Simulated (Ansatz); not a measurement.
# C3H7FO: up Jacob's ladder to CCSD(T)

The task here is to estimate one member of a computed series from the others.

Program: Ansatz 0.2.0, Gaussian basis. Level of theory: functionals in def2-TZVPP, the program's frozen cores in correlated methods. These are calculated values, not measurements.

Levels to be run: LDA (SPW92), PBE-D4, revPBE-D4, BLYP-D4, r2SCAN-D4, B97M-V, PBE0-D4, B3LYP-D4, r2SCANh-D4, r2SCAN0-D4, HSE06-D4, BHLYP-D4, CAM-B3LYP-D4, LC-ωPBE, ωB97X-V, ωB97M-V, B2PLYP, PBE-QIDH; CCSD(T)/def2-SVP; CCSD(T)/def2-TZVPP; MP2/def2-QZVPP; extrapolation to the limit; RPA on PBE.

## The relaxed structure

All runs share one geometry, relaxed beforehand with PBE0-D4 in a triple-zeta def2 set.

SMILES `CC(C)(O)F`, 12 atoms, charge 0, spin multiplicity 1.

Atoms are counted from 1 here; the program's logs count them from 0.

Bond lengths: C1–C2 1.513 Å, C1–H6 1.090 Å, C1–H7 1.093 Å, C1–H8 1.091 Å, C2–C3 1.507 Å, C2–O4 1.382 Å, C2–F5 1.401 Å, C3–H9 1.090 Å, C3–H10 1.090 Å, C3–H11 1.090 Å, O4–H12 0.962 Å. Angles: C2–C1–H6 110.6°, C2–C1–H7 109.9°, C2–C1–H8 110.1°, H6–C1–H7 108.2°, H6–C1–H8 109.1°, H7–C1–H8 109.0°, C1–C2–C3 114.3°, C1–C2–O4 112.4°, C1–C2–F5 106.4°, C3–C2–O4 107.7°, C3–C2–F5 107.6°, O4–C2–F5 108.1°, C2–C3–H9 110.1°, C2–C3–H10 109.2°, C2–C3–H11 110.1°, H9–C3–H10 109.2°, H9–C3–H11 109.3°, H10–C3–H11 108.9° and more.

The first run:

File in.yaml:

```yaml
crystal:
  periodic: [false, false, false]
  atoms:
    - {symbol: C, position_ang: [-1.200907, 0.364242, -0.222499]}
    - {symbol: C, position_ang: [0.295589, 0.145414, -0.246605]}
    - {symbol: C, position_ang: [0.855801, -0.456895, 1.016212]}
    - {symbol: O, position_ang: [0.695829, -0.648110, -1.305519]}
    - {symbol: F, position_ang: [0.877236, 1.409424, -0.405985]}
    - {symbol: H, position_ang: [-1.479090, 1.019333, 0.603541]}
    - {symbol: H, position_ang: [-1.522953, 0.835824, -1.154579]}
    - {symbol: H, position_ang: [-1.717212, -0.590059, -0.110966]}
    - {symbol: H, position_ang: [0.634831, 0.186585, 1.867628]}
    - {symbol: H, position_ang: [1.936229, -0.560179, 0.914688]}
    - {symbol: H, position_ang: [0.420482, -1.441937, 1.187152]}
    - {symbol: H, position_ang: [0.281266, -0.318842, -2.109269]}
basis:
  gaussian: {orbitals: def2-TZVPP}
hamiltonian: {xc: lda}
output: {orbitals: {seedname: orbitals}}
```

Launch:

```bash
$ ansatz run in.yaml --threads 4 --pin off --events-out ev --progress --plain --max-ram 10444MiB
```

Among the steps run: LDA; PBE-D4 (GGA); revPBE-D4 (GGA); BLYP-D4 (GGA); r2SCAN-D4 (meta-GGA); B97M-V (meta-GGA); B3LYP-D4 (hybrid); r2SCANh-D4 (hybrid); r2SCAN0-D4 (hybrid); HSE06-D4 (hybrid); BHLYP-D4 (hybrid); CAM-B3LYP-D4 (range-separated); LC-ωPBE (range-separated); ωB97X-V (range-separated); ωB97M-V (range-separated); B2PLYP (double hybrid); PBE-QIDH (double hybrid).

One table of the session follows, with a row left open; its other results are not shown here.

It belongs to the step «Orbital energies across the functionals». 

| functional | HOMO (eV) | LUMO (eV) | gap (eV) |
| --- | --- | --- | --- |
| LDA (SPW92) | -7.25 | -0.08 | 7.17 |
| PBE-D4 | -7.06 | 0.08 | 7.14 |
| revPBE-D4 | -6.99 | 0.16 | 7.15 |
| BLYP-D4 | -6.99 | 0.03 | 7.03 |
| r2SCAN-D4 | -7.44 | 0.85 | 8.30 |
| B97M-V | -7.61 | 0.27 | 7.88 |
| PBE0-D4 | -8.79 | 0.91 | 9.71 |
| B3LYP-D4 | -8.55 | 0.54 | 9.09 |
| r2SCANh-D4 | -8.09 | 1.10 | 9.19 |
| r2SCAN0-D4 | -9.06 | 1.43 | 10.49 |
| HSE06-D4 | ? | ? | ? |
| BHLYP-D4 | -10.46 | 1.49 | 11.95 |
| CAM-B3LYP-D4 | -10.32 | 1.64 | 11.96 |
| LC-ωPBE | -11.64 | 2.99 | 14.63 |
| ωB97X-V | -11.32 | 2.77 | 14.09 |
| ωB97M-V | -11.25 | 2.32 | 13.57 |

Q: Estimate the row for HSE06-D4 from the others.

**Answer.** HOMO (eV): -8.38; LUMO (eV): 0.55; gap (eV): 8.93. In the column «HOMO (eV)» it lies between B3LYP-D4 (-8.55) and r2SCANh-D4 (-8.09).
